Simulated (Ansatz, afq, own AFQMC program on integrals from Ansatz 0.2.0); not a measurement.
AFQMC on a folder of integrals that Ansatz 0.2.0 wrote.

```yaml
crystal:
  periodic: [false, false, false]
  atoms:
    - {symbol: C, position_ang: [-1.937367, 0.000000, 0.000000]}
    - {symbol: H, position_ang: [-2.300573, 1.027301, 0.000000]}
    - {symbol: H, position_ang: [-2.300573, -0.513650, 0.889668]}
    - {symbol: H, position_ang: [-2.300573, -0.513650, -0.889669]}
    - {symbol: H, position_ang: [-0.741367, 0.000000, 0.000000]}
    - {symbol: Cl, position_ang: [0.873633, 0.000000, 0.000000]}
basis:
  gaussian: {orbitals: cc-pVTZ}
magnetization: {spin_polarized: true, initial_magnetization: 1}
correlation: {method: ccsd_t, electrons: outside_noble_gas, hamiltonian_folder: ham}
```

```sh
$ ansatz run in.yaml --threads 1 --pin off --events-out ev --progress --plain --max-ram 16896MiB --backend cuda --devices 0, --max-vram 18GiB
```

afq runs on the folder ham with

```
--method phaseless --trial cisd --walkers 600 --populations 10 --least-time 60 --time-step 0.005 --steps-per-block 50 --equilibration-blocks 28 --max-blocks 4000 --target-error 0.00023 --factor-cut 1e-05 --start spin_pure --seed 9080 --release-times 0.24,0.51,0.99,1.5 --release-step 0.03 --release-every 4 --taylor-order 6
```

Times are imaginary, in 1/Eh. The walk had a cap of 240 s. With eight or more populations the least sampling time is a fifth of least-time, and the error comes from their spread.

```
orbitals 114  electrons 8 7  factors 661 of 669
reference energy -499.66741893 Eh
CCSD correlation -0.41518105 Eh in 10 cycles, weight of the determinant in the CISD state 0.8585
energy of the start -500.080568 Eh
 block  time / (1/Eh)  mean weight  energy / Eh
     1     0.250  0.9993  -500.074761
     2     0.500  1.0001  -500.081064
     3     0.750  1.0001  -500.086753
     4     1.000  0.9988  -500.089811
     5     1.250  0.9990  -500.092762
     7     1.750  1.0011  -500.094947
     9     2.250  0.9987  -500.099146
    11     2.750  1.0002  -500.099230
    21     5.250  1.0007  -500.097943
    31     7.750  1.0005  -500.097705
    36     9.000  0.9998  -500.101168
    41    10.250  1.0012  -500.100681
    51    12.750  0.9996  -500.096977
    61    15.250  1.0006  -500.097369
    71    17.750  0.9985  -500.097925
    81    20.250  0.9995  -500.094775
    91    22.750  1.0001  -500.100582
   101    25.250  0.9993  -500.098597
   111    27.750  1.0013  -500.100108
   121    30.250  0.9995  -500.098607
   131    32.750  0.9995  -500.098716
   141    35.250  0.9993  -500.096684
   151    37.750  1.0005  -500.100979
   161    40.250  1.0012  -500.099077
   171    42.750  0.9993  -500.094905
   181    45.250  1.0006  -500.098908
   191    47.750  0.9993  -500.095113
   196    49.000  1.0002  -500.093656
   201    50.250  1.0011  -500.101043
   211    52.750  0.9997  -500.101087
   216    54.000  0.9993  -500.097897
error from the spread of 10 populations
released: time / (1/Eh)  energy / Eh  error  mean overlap
  0.24  -500.098549  0.000186  0.9970
  0.51  -500.098549  0.000218  0.9980
  0.99  -500.098653  0.000342  0.9985
  1.50  -500.098777  0.000427  0.9903
energy -500.097942 +/- 0.000224 Eh
(rows thinned)
```

**Question.** Estimate how long the walk took on 1 × NVIDIA H100 80GB HBM3 with 2 threads of AMD EPYC 7R13 Processor (Zen 3), on a shared host (the card was shared).

**Answer.** 2.3 min of wall time.

The run passed its tests (sampling time, drift between the halves within three errors, error under three times the target), which doesn't prove that it has relaxed.

Against this walk (error 6.1 meV) on the same determinant: CCSD(T) 19.7 meV higher. The error is statistical and leaves out the bias of the constraint. Released to 1.50 1/Eh the energy moves by -23 ± 13 meV (both errors), within twice the noise.

Cautions: constraint bias not in the error.

A walk keeps the symmetry of its determinant, which the program's search chose and which needn't be the lowest solution, so a lower state of the same spin and another symmetry isn't excluded.
